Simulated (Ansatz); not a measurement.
Cost and result for the atomization energy of C4H6F2, SMILES `FC/C=C/CF` (12 atoms, 11 bonds).

Cartesian coordinates in Å:
```
F 1.257 1.805 1.824
C 1.107 0.462 1.506
C 0.555 0.314 0.135
C -0.568 -0.339 -0.125
C -1.140 -0.545 -1.480
F -0.363 0.027 -2.461
H 0.447 0.009 2.252
H 2.099 0.005 1.584
H 1.126 0.757 -0.675
H -1.147 -0.777 0.686
H -2.143 -0.104 -1.543
H -1.231 -1.615 -1.702
```

The species carries charge 0 and has multiplicity 1. The structure was optimised at the PBE0-D4/def2-TZVP level. It is a higher conformer; a search finds a lower one. Program: Ansatz. All runs use 4 threads of a server CPU on a shared host. Times are those of one run each, without the atoms' runs, and a repeat can differ threefold. Electronic energies, without spin–orbit coupling; frozen cores. CCSD(T)/CBS adds CCSD(T) − MP2 in def2-TZVPP to the MP2 limit, and its time is that of the two runs behind it. T1 = 0.011. B3LYP takes the VWN-RPA correlation (the form of Gaussian; ORCA's B3LYP/G).

CCSD(T)/CBS is a level of theory with its own doubt, some kJ/mol a heavy atom from the limit and from the frozen cores, so smaller differences don't rank the functionals.

| level | functions | wall time | atomization (kcal/mol) | difference from CCSD(T)/CBS | per bond |
| --- | --- | --- | --- | --- | --- |
| PBE-D4/def2-TZVPP (with forces) | 270 | 2.3 s | 1205.9 | 37.4 | 3.4 |
| PBE0-D4/def2-TZVPP | 270 | 2.6 s | 1179.3 | 10.8 | 1.0 |
| r2SCAN-D4/def2-TZVPP (with forces) | 270 | 3.9 s | 1173.9 | 5.4 | 0.5 |
| B3LYP-D4/def2-TZVPP (with forces) | 270 | 4 s | 1170.0 | 1.5 | 0.1 |
| B2PLYP/def2-TZVPP | 270 | 5 s | 1159.7 | -8.8 | -0.8 |
| ωB97X-V/def2-TZVPP | 270 | 6 s | 1170.9 | 2.4 | 0.2 |
| ωB97M-V/def2-TZVPP (with forces) | 270 | 8 s | 1172.8 | 4.3 | 0.4 |
| MP2/def2-QZVPP | 522 | 21 s | 1182.3 | 13.8 | 1.3 |
| CCSD(T)/def2-TZVPP | 270 | 3.6 min | 1140.8 | -27.7 | -2.5 |
| CCSD(T)/CBS(def2) | – | 3.9 min | 1168.5 | 0.0 | 0.0 |

From PBE to PBE0 (25 % exact exchange), in def2-TZVPP and without D4, the atomization energy moves by −25.8 kcal/mol: exact exchange takes away binding that semilocal exchange gives to molecules. In def2-TZVPP, CCSD(T) changes the Hartree–Fock value by +283.9 kcal/mol (the triples alone add +18.2 kcal/mol) and MP2 by +309.1 kcal/mol; breaking electron pairs costs correlation energy, which Hartree–Fock lacks. The D4 term adds +7.2 kcal/mol with B3LYP and +3.8 kcal/mol with PBE0; it sums over pairs of atoms, weighted by their polarisabilities, and B3LYP, whose exchange is more repulsive, gets the larger term.
